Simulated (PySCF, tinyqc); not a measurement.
Inside a calculation. Method: CCD on RHF in the sto-3g basis, for CH+, spin multiplicity 1. The lowest restricted solution is unstable here: a spin-polarised one lies 0.0093 hartree lower (PySCF). One step of it, computed by the program tinyqc.

Task: CCD: starting amplitudes. t_ij^ab = <ij||ab> / (e_i + e_j - e_a - e_b), whose energy is MP2.

orbital energies (hartree): MO1 -11.685445, MO2 -1.196927, MO3 -0.832748, MO4 -0.273392, MO5 -0.273392, MO6 0.058191

Two-electron integrals over orbitals (pq|rs), unique and non-zero (hartree):
```
p,q,r,s,(pq|rs)
1,1,1,1,3.513324
2,1,1,1,-0.318282
2,1,2,1,0.046477
2,2,1,1,0.771340
2,2,2,1,-0.009398
2,2,2,2,0.589570
3,1,1,1,0.157804
3,1,2,1,-0.019483
3,1,2,2,0.016250
3,1,3,1,0.022891
3,2,1,1,-0.095701
3,2,2,1,0.008727
3,2,2,2,0.033062
3,2,3,1,0.012456
3,2,3,2,0.103826
3,3,1,1,0.745188
3,3,2,1,-0.011786
3,3,2,2,0.519446
3,3,3,1,-0.007132
3,3,3,2,-0.051575
3,3,3,3,0.595095
4,1,4,1,0.021465
4,2,4,1,0.025492
4,2,4,2,0.105707
4,3,4,1,-0.012483
4,3,4,2,-0.041432
4,3,4,3,0.046325
4,4,1,1,0.852064
4,4,2,1,-0.009869
4,4,2,2,0.571701
4,4,3,1,0.004655
4,4,3,2,-0.051831
4,4,3,3,0.550178
4,4,4,4,0.672833
5,1,5,1,0.021465
5,2,5,1,0.025492
5,2,5,2,0.105707
5,3,5,1,-0.012483
5,3,5,2,-0.041432
5,3,5,3,0.046325
5,4,5,4,0.036269
5,5,1,1,0.852064
5,5,2,1,-0.009869
5,5,2,2,0.571701
5,5,3,1,0.004655
5,5,3,2,-0.051831
5,5,3,3,0.550178
5,5,4,4,0.600295
5,5,5,5,0.672833
6,1,1,1,0.124720
6,1,2,1,-0.021440
6,1,2,2,-0.005375
6,1,3,1,-0.003018
6,1,3,2,-0.016207
6,1,3,3,0.014677
6,1,4,4,0.003373
6,1,5,5,0.003373
6,1,6,1,0.019717
6,2,1,1,-0.195499
6,2,2,1,0.003113
6,2,2,2,-0.080255
6,2,3,1,-0.013355
6,2,3,2,0.010735
6,2,3,3,-0.023103
6,2,4,4,-0.100724
6,2,5,5,-0.100724
6,2,6,1,0.008045
6,2,6,2,0.092335
6,3,1,1,-0.184913
6,3,2,1,0.004512
6,3,2,2,-0.034889
6,3,3,1,0.003778
6,3,3,2,0.077672
6,3,3,3,-0.080425
6,3,4,4,-0.094090
6,3,5,5,-0.094090
6,3,6,1,-0.006545
6,3,6,2,0.065303
6,3,6,3,0.115973
6,4,4,1,-0.009064
6,4,4,2,-0.036368
6,4,4,3,-0.001600
6,4,6,4,0.024235
6,5,5,1,-0.009064
6,5,5,2,-0.036368
6,5,5,3,-0.001600
6,5,6,5,0.024235
6,6,1,1,0.633432
6,6,2,1,-0.004438
6,6,2,2,0.542575
6,6,3,1,0.014333
6,6,3,2,0.090621
6,6,3,3,0.494339
6,6,4,4,0.469299
6,6,5,5,0.469299
6,6,6,1,-0.008108
6,6,6,2,0.009305
6,6,6,3,0.063200
6,6,6,6,0.644569
```

Give: Starting amplitudes; correlation energy.

Result:

Starting amplitudes (spin orbitals 1a, 1b, ...; amplitudes related by a flip of all spins are not repeated):
```
from,to,t
3a 3b,6a 6b,-0.0651
2a 2b,4a 4b,-0.0572
2a 2b,5a 5b,-0.0572
3a 3b,4a 4b,-0.0414
3a 3b,5a 5b,-0.0414
2a 2b,6a 6b,-0.0368
2a 3b,6a 6b,-0.0304
2a 3b,4a 4b,0.0279
2a 3b,5a 5b,0.0279
1a 2b,4a 4b,-0.0021
1a 2b,5a 5b,-0.0021
1a 3b,4a 4b,0.0010
1a 3b,5a 5b,0.0010
1a 1b,4a 4b,-0.0009
1a 1b,5a 5b,-0.0009
1a 1b,6a 6b,-0.0008
1a 2b,6a 6b,-0.0006
1a 3b,6a 6b,0.0005
```

correlation energy = -0.035821 hartree
